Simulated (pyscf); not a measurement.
methane (CH₄) + [H₂N–Zn]• → H₃C–Zn–NH₂ + H atom (H•), a substitution at C (doublet surface; C–H broken, C–Zn formed). Optimised with ωB97X-D3(BJ)/def2-SVP in PySCF. Energies in kcal/mol from the separated reactants.

Small-basis levels: PySCF, no dispersion term, spherical d functions. GFN2-xTB: tblite. Open shells are spin-unrestricted. 

```
level                   barrier  reaction energy
----------------------  -------  ---------------
HF/3-21G                   58.6            +21.2
HF/6-31G*+LANL2DZ           [?]            +42.0
MP2/6-31G*+LANL2DZ         62.2            +34.6
SVWN5/6-31G*+LANL2DZ       41.4            +43.9
BP86/6-31G*+LANL2DZ        51.5            +50.3
B3LYP/LANL2DZ              55.0            +45.5
B3LYP/6-31G*+LANL2DZ       56.7            +49.6
M06-2X/6-31G*+LANL2DZ      57.4            +45.8
GFN2-xTB                    [?]            +46.1
ωB97M-D3(BJ)/def2-TZVP      [?]            +35.1
```

Q: Complete the blanks.

A: 
- HF/6-31G*+LANL2DZ, barrier: 71.4
- GFN2-xTB, barrier: 58.5
- ωB97M-D3(BJ)/def2-TZVP, barrier: 52.4

Against the last row the barrier runs from -11.0 (SVWN5/6-31G*+LANL2DZ) to +18.9 kcal/mol (HF/6-31G*+LANL2DZ). At SVWN5/6-31G*+LANL2DZ this geometry lies under one side, so the entry may be no barrier of that level: it is a single point on another level's saddle. ωB97M-D3(BJ)/def2-TZVP has limits of its own. This is the saddle that the search found; another between the same sides may lie lower. The angle at the attacked C is 178°. In the def2 sets elements up to Kr have no core potential.
